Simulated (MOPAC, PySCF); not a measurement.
C$_{2}$H$_{3}$N, SMILES `N#CC`, neutral singlet in the gas phase. 

Cartesian coordinates (Å):
```xyz
6

C     -0.4867     0.0001     0.0025
C      0.9662    -0.0002    -0.0050
N      2.1230    -0.0005    -0.0111
H     -0.8716    -0.6933    -0.7589
H     -0.8625    -0.3142     0.9868
H     -0.8684     1.0081    -0.2143
```
Charge 0, multiplicity 1.

All levels are single points at this geometry (PBE0-D4/def2-SVP); Pople sets use spherical d functions. Orbital energies aren't observables, and empty levels follow the basis.

PBE0-D4/def2-TZVP in PySCF gives HOMO (eV) = -9.43.

### Question
Estimate the HOMO (eV) from each of these levels: PBE-D3(BJ)/def2-TZVP in PySCF; B3LYP/3-21G in PySCF; BP86/6-31G* in PySCF; M06-2X/6-31G* in PySCF; PBE/6-31G* in PySCF; SVWN5/6-31G* in PySCF; HF/3-21G in PySCF; HF/6-31G* in PySCF; HF/STO-3G in PySCF; AM1 in MOPAC; PM3 in MOPAC; PM6 in MOPAC.

### Answer

```tsv
level	HOMO (eV)
PBE-D3(BJ)/def2-TZVP in PySCF	-8.07
B3LYP/3-21G in PySCF	-8.97
BP86/6-31G* in PySCF	-7.86
M06-2X/6-31G* in PySCF	-10.58
PBE/6-31G* in PySCF	-7.75
SVWN5/6-31G* in PySCF	-7.90
HF/3-21G in PySCF	-12.46
HF/6-31G* in PySCF	-12.42
HF/STO-3G in PySCF	-11.01
AM1 in MOPAC	-12.58
PM3 in MOPAC	-12.37
PM6 in MOPAC	-12.77
```
